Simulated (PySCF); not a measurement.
cyclopropene, C₃H₄, SMILES C1=CC1, point group C2v.

Level: PBE0/pcSseg-1 in PySCF (density fitting, grid level 2); geometry and Hessian at that level, cubic constants and property derivatives from steps of ±0.6 along each species' dimensionless normal coordinates, second-order vibrational perturbation theory. The parent has the commonest isotopes.

Equilibrium geometry in the parent's principal axes a, b, c (Å):

| atom | a | b | c |
| --- | --- | --- | --- |
| C1 | 0.48 | -0.64 | 0.00 |
| C2 | 0.48 | 0.64 | 0.00 |
| C3 | -0.88 | 0.00 | 0.00 |
| H4 | 1.02 | -1.58 | 0.00 |
| H5 | 1.02 | 1.58 | 0.00 |
| H6 | -1.48 | 0.00 | 0.92 |
| H7 | -1.48 | 0.00 | -0.92 |

Ground-state constants (MHz). Parent: 30104.0, 21905.7, 13844.1. A species with one ²H: 28825.8, 19392.9, 13044.0.

Problem. Which position carries the label?

Solution. Moments I = 505379/B are 16.7878, 23.0706, 36.5051 and 17.5322, 26.0599, 38.7442 u Å². With M = 40.0313 u and Δm = 1.0063 u, μ = MΔm/(M + Δm) = 0.9816 u. Kraitchman's equations give |a|, |b|, |c| = 1.483, 0.062i, 0.921 Å. That is H6 or the like H7, whose equilibrium values are 1.479, 0.000, 0.915 Å. An imaginary value marks an atom near a principal plane, where vibrational terms outweigh the coordinate.
